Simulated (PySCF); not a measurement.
AlCl3, SMILES [Cl][Al]([Cl])[Cl] (connectivity only; charge and spin as stated), charge -1, multiplicity 2. Atoms are numbered in the order given.

```xyz
4

Al     0.0000     0.0000     0.6418
Cl     1.7885    -1.0326    -0.1636
Cl    -1.7885    -1.0326    -0.1636
Cl     0.0000     2.0652    -0.1636
```
Charge -1, spin multiplicity 2.

Coordinates come from a PBE0-D3(BJ)/def2-SVPD optimisation. The spin state was assumed, not searched. The isomer is the one that the SMILES or the coordinates give; other isomers of the formula were not compared.

Computed with B3LYP/pcH-1 (PySCF).

Unrestricted Kohn–Sham, ⟨S²⟩ = 0.751. Hyperfine tensors hold the contact and dipolar terms, without spin-orbit corrections.

Computed hyperfine couplings:
```json
[
 {"nucleus": "27Al no. 1", "A(iso) (MHz)": "1314.4", "A(iso) (G)": "469.0", "dipolar principal values (MHz)": "-39.9, -39.9, 79.9"},
 {"nucleus": "35Cl no. 2", "A(iso) (MHz)": "44.2", "A(iso) (G)": "15.8", "dipolar principal values (MHz)": "-14.5, -13.9, 28.3"},
 {"nucleus": "35Cl no. 3", "A(iso) (MHz)": "44.2", "A(iso) (G)": "15.8", "dipolar principal values (MHz)": "-14.5, -13.9, 28.3"},
 {"nucleus": "35Cl no. 4", "A(iso) (MHz)": "44.2", "A(iso) (G)": "15.8", "dipolar principal values (MHz)": "-14.5, -13.9, 28.3"}
]
```

Task: And the g tensor (effective nuclear charges for spin-orbit coupling, GIAO)? (The exact figures need the calculation; the answer reports its results.)

Result: principal values 2.0002, 2.0002, 2.0010; isotropic 2.0004.
